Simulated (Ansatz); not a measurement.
Process, species as SMILES: F[C]=C → C=[C-]F (an electron is taken up)
B3LYP-D3(BJ)/def2-TZVP geometries, fixed; electronic energies without zero-point terms; positive where energy is released.
Largest species:
```xyz
5

C     -0.0030     0.4279    -0.0061
C      1.2000    -0.0902     0.0004
F     -1.1765    -0.1568     0.0031
H      1.3403    -1.1676     0.0158
H      2.0667     0.5527    -0.0094
```
Charge 0, spin multiplicity 2.

Basis-set convergence of the adiabatic electron affinity at PBE0 with Ansatz (a program for electronic structure). Cartesian d functions, on some or all atoms, in 6-31G*, 6-31G**; all else is spherical. The program fits the integrals of some runs and decomposes those of others, by size. Open shells are unrestricted. No added dispersion term, no relativity. Functions are those of the species that has most. Reference: the value in aug-pcseg-3, 1.242 eV, itself unsure by roughly 0.009 eV (its mean distance from aug-cc-pVQZ, def2-QZVPPD). Deviations are taken from unrounded values.

| basis | functions | adiabatic electron affinity (eV) | minus reference (eV) |
|---|---|---|---|
| STO-3G | 17 | -3.655 | -4.897 |
| 3-21G | 31 | 0.266 | -0.976 |
| 6-31G | 31 | 0.681 | -0.561 |
| pcseg-0 | 31 | 0.932 | -0.310 |
| def2-SV(P) | 46 | 0.667 | -0.575 |
| 6-31G* | 49 | 0.370 | -0.872 |
| def2-SVP | 52 | 0.657 | -0.585 |
| pcseg-1 | 52 | 1.007 | -0.235 |
| 6-31G** | 55 | 0.372 | -0.871 |
| 6-311G** | 66 | 0.836 | -0.406 |
| def2-TZVP | 105 | 1.075 | -0.167 |
| pcseg-2 | 118 | 1.163 | -0.079 |
| def2-TZVPP | 121 | 1.076 | -0.166 |
| def2-QZVPP | 231 | 1.172 | -0.070 |
| pcseg-3 | 246 | 1.227 | -0.015 |

The smallest set listed that lies within 0.1 eV of the reference with all its larger relatives (same family, alike in diffuse functions; a set with none counts only in the reference's own line) is pcseg-2 (118 functions, -0.079 eV off). Inside, with no larger relative to test it: def2-QZVPP.
